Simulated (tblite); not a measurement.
**C6H6: calculation against experiment**

**Experimental background.**

From CRC Handbook of Chemistry and Physics, for the gas at 298.15 K: standard entropy 269.2 J/(mol K).

The results are set against them at the end.

C6H6.
Numbering: `[cH:1]1[cH:2][cH:3][cH:4][cH:5][cH:6]1` (hydrogens: H7 on C1; H8 on C2; H9 on C3; H10 on C4; H11 on C5; H12 on C6)

Structure used (GFN2-xTB), in Å, numbered top down from 1:
```xyz
12
C6H6 angstrom
C      0.955    1.002   -0.021
C      1.346   -0.326   -0.015
C      0.390   -1.329    0.003
C     -0.955   -1.002    0.016
C     -1.346    0.326    0.010
C     -0.390    1.328   -0.008
H      1.701    1.784   -0.035
H      2.396   -0.581   -0.024
H      0.695   -2.365    0.008
H     -1.701   -1.784    0.030
H     -2.395    0.581    0.020
H     -0.695    2.365   -0.011
```

GFN2-xTB wavenumbers (cm⁻¹, harmonic, unscaled, at the method's own geometry): 368, 368, 579, 579, 658, 693, 882, 882, 931, 931, 937, 957, 1067, 1091, 1091, 1176, 1198, 1198, 1304, 1320, 1461, 1461, 1601, 1601, 3069, 3072, 3072, 3084, 3084, 3093. Point group D6h, symmetry number 12. Entropy at 298.15 K and 1 bar in J/(mol K): translation 163.2, rotation 86.5, vibration 21.0.

**Comparison with experiment**

**Standard entropy at 298.15 K.** Measured: 269.2 J/(mol K) (298.15 K; CRC Handbook of Chemistry and Physics).

```csv
level,computed (J/(mol K)),computed − measured (J/(mol K)),% (from the printed values)
"GFN2-xTB, rigid rotor and harmonic oscillator",270.7,+1.5,+1
```

Ideal gas at 1 bar, most abundant isotopes; table values of this kind come from calorimetry or from spectroscopic constants.

No measured geometry was used, and the causes of the misses weren't examined.
